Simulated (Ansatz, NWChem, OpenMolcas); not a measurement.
**Worked example: vertical energy of the triplet above the singlet of C3H4 (SMILES C=C=C)**

The species is C3H4 (7 atoms), meant as a singlet with charge 0. As SMILES, `C=C=C`. The coordinates come from a PBE0-D4/def2-TZVP relaxation.

```xyz
7

C    -1.0431    0.3309   -0.7005
C     0.0000    0.0000    0.0000
C     1.0431   -0.3309    0.7005
H    -1.9445   -0.2727   -0.6843
H    -1.0426    1.2204   -1.3218
H     1.8148   -0.9729    0.2888
H     1.1723    0.0252    1.7172
```

Both states at this one shape; open shells run unrestricted unless said. 1 Eh = 27.2114 eV.

```
                                    level     program  singlet C3H4 (Eh)  triplet C3H4 (Eh)
                            PBE/def2-TZVP      NWChem        -116.539037        -116.362581
                           TPSS/def2-TZVP  OpenMolcas        -116.724158        -116.551187
CCSD(T)/def2-TZVP, 3 core orbitals frozen      Ansatz        -116.424814        -116.243126
```

Q: Work out the vertical gap, second state less first, at each level.

A: 
1. PBE/def2-TZVP: -116.362581 − (-116.539037) = 0.176456 Eh = 4.80 eV.
2. TPSS/def2-TZVP: -116.551187 − (-116.724158) = 0.172971 Eh = 4.71 eV.
3. CCSD(T)/def2-TZVP: -116.243126 − (-116.424814) = 0.181688 Eh = 4.94 eV.

No measured value is set beside it here; the levels span 4.71 to 4.94 eV. The reference of the second state is spin-contaminated at CCSD(T)/def2-TZVP (⟨S²⟩ = 2.16).
